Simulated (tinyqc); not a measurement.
RKS/PBE in the sto-3g basis, for H2O, spin multiplicity 1, step by step (part 2 of 2). Computed by tinyqc, a small Python program that keeps every step (integrals from PySCF). Command: `OMP_NUM_THREADS=1 python tinyqc.py 25504 25505 out.jsonl` (the two numbers bound the seeds that draw the settings). One thread of a shared host (Intel(R) Xeon(R) Processor @ 2.60GHz), about 0.7 s of CPU time with the checks.

Geometry (angstrom):
```
atom         x          y         z
O     0.000000   0.000000  0.000000
H     0.000000   0.936000  0.866000
H     0.000000  -0.924000  0.855000
```

## Iteration 2: building the Kohn-Sham matrix

D after iteration 1, order 1O 1s, 1O 2s, 1O 2px, 1O 2py, 1O 2pz, 2H 1s, 3H 1s:
$$\begin{pmatrix}
2.104834 & -0.441490 & 0.000000 & -0.000886 & 0.109604 & -0.039038 & -0.039656 \\
-0.441490 & 1.887829 & 0.000000 & 0.005052 & -0.524037 & 0.070013 & 0.069492 \\
0.000000 & 0.000000 & 2.000000 & 0.000000 & 0.000000 & 0.000000 & 0.000000 \\
-0.000886 & 0.005052 & 0.000000 & 1.137637 & 0.001560 & 0.535985 & -0.533287 \\
0.109604 & -0.524037 & 0.000000 & 0.001560 & 1.221041 & 0.486382 & 0.484722 \\
-0.039038 & 0.070013 & 0.000000 & 0.535985 & 0.486382 & 0.491651 & -0.011510 \\
-0.039656 & 0.069492 & 0.000000 & -0.533287 & 0.484722 & -0.011510 & 0.490355
\end{pmatrix}$$

core Hamiltonian H = T + V (hartree), order 1O 1s, 1O 2s, 1O 2px, 1O 2py, 1O 2pz, 2H 1s, 3H 1s:
$$\begin{pmatrix}
-32.450594 & -7.548818 & 0.000000 & 0.000167 & -0.012036 & -0.819422 & -0.850754 \\
-7.548818 & -9.077831 & 0.000000 & 0.001980 & -0.150146 & -2.106503 & -2.170003 \\
0.000000 & 0.000000 & -7.242851 & 0.000000 & 0.000000 & 0.000000 & 0.000000 \\
0.000167 & 0.001980 & 0.000000 & -7.309877 & 0.001080 & -1.195068 & 1.226189 \\
-0.012036 & -0.150146 & 0.000000 & 0.001080 & -7.300233 & -1.141265 & -1.170532 \\
-0.819422 & -2.106503 & 0.000000 & -1.195068 & -1.141265 & -4.036516 & -0.788859 \\
-0.850754 & -2.170003 & 0.000000 & 1.226189 & -1.170532 & -0.788859 & -4.076649
\end{pmatrix}$$

nuclear repulsion = 6.96721152 hartree

V_xc (hartree), order 1O 1s, 1O 2s, 1O 2px, 1O 2py, 1O 2pz, 2H 1s, 3H 1s:
$$\begin{pmatrix}
-3.084555 & -0.419994 & 0.000000 & -0.000019 & 0.003199 & -0.045954 & -0.047713 \\
-0.419994 & -0.798852 & 0.000000 & 0.000026 & 0.014315 & -0.175239 & -0.180843 \\
0.000000 & 0.000000 & -0.808995 & 0.000000 & 0.000000 & 0.000000 & 0.000000 \\
-0.000019 & 0.000026 & 0.000000 & -0.783069 & 0.000142 & -0.107307 & 0.110451 \\
0.003199 & 0.014315 & 0.000000 & 0.000142 & -0.785020 & -0.099319 & -0.102209 \\
-0.045954 & -0.175239 & 0.000000 & -0.107307 & -0.099319 & -0.415627 & -0.061729 \\
-0.047713 & -0.180843 & 0.000000 & 0.110451 & -0.102209 & -0.061729 & -0.418194
\end{pmatrix}$$

E_xc = sum of w rho eps_xc = -9.31927689 hartree

Given earlier and not repeated: Two-electron integrals (ij|kl) in chemists' order.

J_ij = sum D_kl (ij|kl); F = H + J + V_xc; E = tr D H + tr D J / 2 + E_xc + E_nn.

Coulomb J (hartree), order 1O 1s, 1O 2s, 1O 2px, 1O 2py, 1O 2pz, 2H 1s, 3H 1s:
$$\begin{pmatrix}
17.362961 & 3.272257 & 0.000000 & 0.000038 & -0.012703 & 0.353223 & 0.366748 \\
3.272257 & 8.144001 & 0.000000 & -0.000328 & -0.000791 & 1.877673 & 1.934597 \\
0.000000 & 0.000000 & 8.152759 & 0.000000 & 0.000000 & 0.000000 & 0.000000 \\
0.000038 & -0.000328 & 0.000000 & 8.128183 & -0.000436 & 1.157893 & -1.188683 \\
-0.012703 & -0.000791 & 0.000000 & -0.000436 & 8.127463 & 1.078199 & 1.106823 \\
0.353223 & 1.877673 & 0.000000 & 1.157893 & 1.078199 & 4.186976 & 0.717646 \\
0.366748 & 1.934597 & 0.000000 & -1.188683 & 1.106823 & 0.717646 & 4.226864
\end{pmatrix}$$

Kohn-Sham matrix F (hartree), order 1O 1s, 1O 2s, 1O 2px, 1O 2py, 1O 2pz, 2H 1s, 3H 1s:
$$\begin{pmatrix}
-18.172188 & -4.696556 & 0.000000 & 0.000185 & -0.021540 & -0.512154 & -0.531720 \\
-4.696556 & -1.732682 & 0.000000 & 0.001679 & -0.136622 & -0.404070 & -0.416248 \\
0.000000 & 0.000000 & 0.100914 & 0.000000 & 0.000000 & 0.000000 & 0.000000 \\
0.000185 & 0.001679 & 0.000000 & 0.035237 & 0.000786 & -0.144483 & 0.147957 \\
-0.021540 & -0.136622 & 0.000000 & 0.000786 & 0.042210 & -0.162385 & -0.165918 \\
-0.512154 & -0.404070 & 0.000000 & -0.144483 & -0.162385 & -0.265167 & -0.132942 \\
-0.531720 & -0.416248 & 0.000000 & 0.147957 & -0.165918 & -0.132942 & -0.267979
\end{pmatrix}$$

total energy of this density = -75.08907307 hartree

## Iteration 2: DIIS over 2 matrices

error matrix X^T (FDS - SDF) X:
$$\begin{pmatrix}
0.000000 & -0.001162 & 0.119039 & 0.000000 & -0.200541 & -0.016261 & 0.035530 \\
0.001162 & 0.000000 & 0.006109 & 0.000000 & -0.010639 & 0.343489 & -0.000689 \\
-0.119039 & -0.006109 & 0.000000 & 0.000000 & -0.097577 & 0.003202 & 0.044615 \\
0.000000 & 0.000000 & 0.000000 & 0.000000 & 0.000000 & 0.000000 & 0.000000 \\
0.200541 & 0.010639 & 0.097577 & 0.000000 & 0.000000 & -0.000468 & -0.046175 \\
0.016261 & -0.343489 & -0.003202 & 0.000000 & 0.000468 & 0.000000 & 0.000128 \\
-0.035530 & 0.000689 & -0.044615 & 0.000000 & 0.046175 & -0.000128 & 0.000000
\end{pmatrix}$$

B (overlaps of the stored error matrices):
$$\begin{pmatrix}
2.3981603e+00 & 1.3819057e-01 \\
1.3819057e-01 & 3.7540997e-01
\end{pmatrix}$$

Minimise |sum c_i e_i|^2 with sum c_i = 1: solve [B -1; -1 0][c; lambda] = [0; -1] with B_ij = tr e_i^T e_j, and take F = sum c_i F_i.

DIIS coefficients: [0.094995, 0.905005]

extrapolated F (hartree), order 1O 1s, 1O 2s, 1O 2px, 1O 2py, 1O 2pz, 2H 1s, 3H 1s:
$$\begin{pmatrix}
-18.201969 & -4.704030 & 0.000000 & 0.000173 & -0.019654 & -0.512913 & -0.532507 \\
-4.704030 & -1.755301 & 0.000000 & 0.001613 & -0.126198 & -0.406377 & -0.418638 \\
0.000000 & 0.000000 & 0.075872 & 0.000000 & 0.000000 & 0.000000 & 0.000000 \\
0.000173 & 0.001613 & 0.000000 & 0.014052 & 0.000784 & -0.145271 & 0.148761 \\
-0.019654 & -0.126198 & 0.000000 & 0.000784 & 0.020615 & -0.161080 & -0.164586 \\
-0.512913 & -0.406377 & 0.000000 & -0.145271 & -0.161080 & -0.258132 & -0.132552 \\
-0.532507 & -0.418638 & 0.000000 & 0.148761 & -0.164586 & -0.132552 & -0.261188
\end{pmatrix}$$

## Iteration 2: diagonalisation and new density

X, order 1O 1s, 1O 2s, 1O 2px, 1O 2py, 1O 2pz, 2H 1s, 3H 1s:
$$\begin{pmatrix}
-0.405388 & -0.024466 & 0.693037 & 0.000000 & 0.613420 & 0.005034 & 0.206662 \\
0.925812 & 0.041072 & -0.300120 & 0.000000 & 0.337852 & 0.005208 & 0.455409 \\
0.000000 & 0.000000 & 0.000000 & 1.000000 & 0.000000 & 0.000000 & 0.000000 \\
-0.039135 & 0.770982 & 0.002298 & 0.000000 & -0.000633 & 0.715380 & -0.005861 \\
0.456938 & 0.017887 & 0.686025 & 0.000000 & -0.584895 & 0.001505 & 0.238787 \\
-0.528723 & -0.730016 & -0.219438 & 0.000000 & -0.181214 & 0.396425 & 0.388973 \\
-0.606402 & 0.679286 & -0.213391 & 0.000000 & -0.176961 & -0.386091 & 0.398294
\end{pmatrix}$$

overlap S, order 1O 1s, 1O 2s, 1O 2px, 1O 2py, 1O 2pz, 2H 1s, 3H 1s:
$$\begin{pmatrix}
1.000000 & 0.236704 & 0.000000 & 0.000000 & 0.000000 & 0.025463 & 0.026437 \\
0.236704 & 1.000000 & 0.000000 & 0.000000 & 0.000000 & 0.292789 & 0.300711 \\
0.000000 & 0.000000 & 1.000000 & 0.000000 & 0.000000 & 0.000000 & 0.000000 \\
0.000000 & 0.000000 & 0.000000 & 1.000000 & 0.000000 & 0.201164 & -0.205587 \\
0.000000 & 0.000000 & 0.000000 & 0.000000 & 1.000000 & 0.186120 & 0.190235 \\
0.025463 & 0.292789 & 0.000000 & 0.201164 & 0.186120 & 1.000000 & 0.149357 \\
0.026437 & 0.300711 & 0.000000 & -0.205587 & 0.190235 & 0.149357 & 1.000000
\end{pmatrix}$$

A level shift of 1 hartree raises the virtual space: F + shift (S - S D(s) S), with D(s) the density of one spin (D/2). Diagonalise F' = X^T F X, C = X C', fill 5 alpha and 5 beta electrons from the bottom; D = 2 C_occ C_occ^T. Each column has its largest component positive (the first on a tie).

F' = X^T F X (hartree):
$$\begin{pmatrix}
0.003846 & -0.084502 & 2.751258 & 0.000000 & 2.369412 & 0.014277 & 0.896488 \\
-0.084502 & 1.193679 & 0.192431 & 0.000000 & 0.178002 & 0.087506 & 0.073588 \\
2.751258 & 0.192431 & -6.433453 & 0.000000 & -7.621274 & -0.068802 & -3.743601 \\
0.000000 & 0.000000 & 0.000000 & 0.075872 & 0.000000 & 0.000000 & 0.000000 \\
2.369412 & 0.178002 & -7.621274 & 0.000000 & -8.690396 & -0.077429 & -4.304071 \\
0.014277 & 0.087506 & -0.068802 & 0.000000 & -0.077429 & -0.194357 & -0.039231 \\
0.896488 & 0.073588 & -3.743601 & 0.000000 & -4.304071 & -0.039231 & -2.666606
\end{pmatrix}$$

orbital energies (hartree): MO1 -18.212046, MO2 -0.647190, MO3 -0.198970, MO4 -0.080459, MO5 0.075872, MO6 1.146068, MO7 1.205310

coefficients C, order 1O 1s, 1O 2s, 1O 2px, 1O 2py, 1O 2pz, 2H 1s, 3H 1s:
$$\begin{pmatrix}
0.993691 & -0.224762 & -0.001467 & 0.129638 & 0.000000 & -0.097042 & 0.009569 \\
0.026421 & 0.818589 & 0.007080 & -0.578148 & 0.000000 & 0.512468 & -0.052361 \\
0.000000 & 0.000000 & 0.000000 & 0.000000 & 1.000000 & 0.000000 & 0.000000 \\
-0.000059 & -0.002646 & 0.666585 & 0.000007 & 0.000000 & 0.069338 & 0.811544 \\
0.002795 & 0.172242 & 0.000874 & 0.692922 & 0.000000 & 0.751337 & -0.067396 \\
-0.004333 & 0.211784 & 0.435821 & 0.333557 & 0.000000 & -0.686136 & -0.620534 \\
-0.004481 & 0.216994 & -0.432042 & 0.332062 & 0.000000 & -0.573392 & 0.735458
\end{pmatrix}$$

D after iteration 2, order 1O 1s, 1O 2s, 1O 2px, 1O 2py, 1O 2pz, 2H 1s, 3H 1s:
$$\begin{pmatrix}
2.109497 & -0.465387 & 0.000000 & -0.000882 & 0.107784 & -0.018609 & -0.019086 \\
-0.465387 & 2.010181 & 0.000000 & 0.005095 & -0.519071 & -0.033020 & -0.035058 \\
0.000000 & 0.000000 & 2.000000 & 0.000000 & 0.000000 & 0.000000 & 0.000000 \\
-0.000882 & 0.005095 & 0.000000 & 0.888685 & 0.000263 & 0.579907 & -0.577129 \\
0.107784 & -0.519071 & 0.000000 & 0.000263 & 1.019633 & 0.535951 & 0.534157 \\
-0.018609 & -0.033020 & 0.000000 & 0.579907 & 0.535951 & 0.692142 & -0.063112 \\
-0.019086 & -0.035058 & 0.000000 & -0.577129 & 0.534157 & -0.063112 & 0.688064
\end{pmatrix}$$

## Iteration 29 (converged): orbitals

converged F (hartree), order 1O 1s, 1O 2s, 1O 2px, 1O 2py, 1O 2pz, 2H 1s, 3H 1s:
$$\begin{pmatrix}
-18.482361 & -4.765375 & 0.000000 & 0.000185 & -0.013902 & -0.519378 & -0.539219 \\
-4.765375 & -1.906602 & 0.000000 & 0.001796 & -0.084144 & -0.425638 & -0.438830 \\
0.000000 & 0.000000 & -0.070274 & 0.000000 & 0.000000 & 0.000000 & 0.000000 \\
0.000185 & 0.001796 & 0.000000 & -0.139680 & 0.000737 & -0.153825 & 0.157963 \\
-0.013902 & -0.084144 & 0.000000 & 0.000737 & -0.133215 & -0.160140 & -0.163875 \\
-0.519378 & -0.425638 & 0.000000 & -0.153825 & -0.160140 & -0.227591 & -0.132464 \\
-0.539219 & -0.438830 & 0.000000 & 0.157963 & -0.163875 & -0.132464 & -0.233900
\end{pmatrix}$$

Diagonalise F' = X^T F X, C = X C', fill 5 alpha and 5 beta electrons from the bottom; D = 2 C_occ C_occ^T. Each column has its largest component positive (the first on a tie).

F' = X^T F X (hartree):
$$\begin{pmatrix}
-0.832364 & -0.071163 & 2.419679 & 0.000000 & 2.453486 & 0.018885 & 1.011798 \\
-0.071163 & 0.153619 & 0.171978 & 0.000000 & 0.181759 & 0.041871 & 0.079444 \\
2.419679 & 0.171978 & -6.840380 & 0.000000 & -7.624232 & -0.068398 & -3.704424 \\
0.000000 & 0.000000 & 0.000000 & -0.070274 & 0.000000 & 0.000000 & 0.000000 \\
2.453486 & 0.181759 & -7.624232 & 0.000000 & -8.903826 & -0.079104 & -4.387787 \\
0.018885 & 0.041871 & -0.068398 & 0.000000 & -0.079104 & -0.276802 & -0.039265 \\
1.011798 & 0.079444 & -3.704424 & 0.000000 & -4.387787 & -0.039265 & -2.764871
\end{pmatrix}$$

orbital energies (hartree): MO1 -18.492084, MO2 -0.753892, MO3 -0.279825, MO4 -0.213876, MO5 -0.070274, MO6 0.112359, MO7 0.162695

coefficients C, order 1O 1s, 1O 2s, 1O 2px, 1O 2py, 1O 2pz, 2H 1s, 3H 1s:
$$\begin{pmatrix}
0.993821 & -0.243722 & -0.002969 & 0.104735 & 0.000000 & -0.078373 & 0.007501 \\
0.025898 & 0.911393 & 0.014159 & -0.493832 & 0.000000 & 0.439522 & -0.043557 \\
0.000000 & 0.000000 & 0.000000 & 0.000000 & 1.000000 & 0.000000 & 0.000000 \\
-0.000059 & -0.002944 & 0.641607 & 0.008161 & 0.000000 & 0.066980 & 0.831585 \\
0.002426 & 0.126921 & -0.008200 & 0.671965 & 0.000000 & 0.779008 & -0.065530 \\
-0.004229 & 0.133207 & 0.451023 & 0.393868 & 0.000000 & -0.672198 & -0.611351 \\
-0.004374 & 0.138502 & -0.457478 & 0.380794 & 0.000000 & -0.569208 & 0.718484
\end{pmatrix}$$

D after iteration 29, order 1O 1s, 1O 2s, 1O 2px, 1O 2py, 1O 2pz, 2H 1s, 3H 1s:
$$\begin{pmatrix}
2.116118 & -0.496304 & 0.000000 & -0.000783 & 0.083761 & 0.006490 & 0.006276 \\
-0.496304 & 2.150758 & 0.000000 & 0.004740 & -0.432432 & -0.133648 & -0.136819 \\
0.000000 & 0.000000 & 2.000000 & 0.000000 & 0.000000 & 0.000000 & 0.000000 \\
-0.000783 & 0.004740 & 0.000000 & 0.823468 & -0.000303 & 0.584403 & -0.581641 \\
0.083761 & -0.432432 & 0.000000 & -0.000303 & 0.935437 & 0.555727 & 0.554400 \\
0.006490 & -0.133648 & 0.000000 & 0.584403 & 0.555727 & 0.752632 & -0.075764 \\
0.006276 & -0.136819 & 0.000000 & -0.581641 & 0.554400 & -0.075764 & 0.746985
\end{pmatrix}$$

## Convergence

Stop when the energy changes by less than 1e-08 hartree and every element of the error matrix X^T (F D S - S D F) X is below 3e-05.

Course of the cycle:
```
iteration   E (hartree)     change  largest element of the error matrix
1          -75.52231080          -                             7.61e-01
2          -75.08907307   4.33e-01                             3.43e-01
3          -75.17124780  -8.22e-02                             9.50e-02
4          -75.17895411  -7.71e-03                             5.38e-02
5          -75.18090059  -1.95e-03                             4.12e-02
6          -75.18180377  -9.03e-04                             3.10e-02
7          -75.18225363  -4.50e-04                             2.28e-02
8          -75.18248812  -2.34e-04                             1.65e-02
9          -75.18261083  -1.23e-04                             1.20e-02
10         -75.18267410  -6.33e-05                             8.75e-03
11         -75.18270861  -3.45e-05                             6.40e-03
12         -75.18272753  -1.89e-05                             4.68e-03
13         -75.18273792  -1.04e-05                             3.43e-03
14         -75.18274365  -5.73e-06                             2.52e-03
15         -75.18274683  -3.17e-06                             1.84e-03
16         -75.18274859  -1.76e-06                             1.35e-03
17         -75.18274956  -9.76e-07                             9.95e-04
18         -75.18275011  -5.42e-07                             7.32e-04
19         -75.18275041  -3.01e-07                             5.39e-04
20         -75.18275058  -1.68e-07                             3.98e-04
21         -75.18275067  -9.37e-08                             2.94e-04
22         -75.18275072  -5.24e-08                             2.17e-04
23         -75.18275075  -2.93e-08                             1.61e-04
24         -75.18275077  -1.64e-08                             1.19e-04
25         -75.18275078  -9.21e-09                             8.83e-05
26         -75.18275078  -5.17e-09                             6.56e-05
27         -75.18275078  -2.91e-09                             4.87e-05
28         -75.18275079  -1.64e-09                             3.63e-05
29         -75.18275079  -9.21e-10                             2.70e-05
```

PySCF RKS in the same basis, fine grid = -75.18424423 hartree

Converged in 29 iterations. The coarse grid moves the energy by +1.49e-03 hartree.

## Populations, bond orders and dipole

Mulliken: Z minus the diagonal of D S on the atom; Loewdin: the same with S^(1/2) D S^(1/2); Mayer order: 2 sum_s sum (D(s) S)_ij (D(s) S)_ji over the two atoms.

Charges (e):
```
atom   Mulliken    Loewdin
1O    -0.156921  -0.118263
2H     0.076657   0.057911
3H     0.080264   0.060352
```

Mayer bond orders:
```
pair     order
2-1   0.993805
3-1   0.993239
3-2   0.000319
```

dipole moment about the origin, x y z (debye): [0.000000, -0.012576, 1.186256]
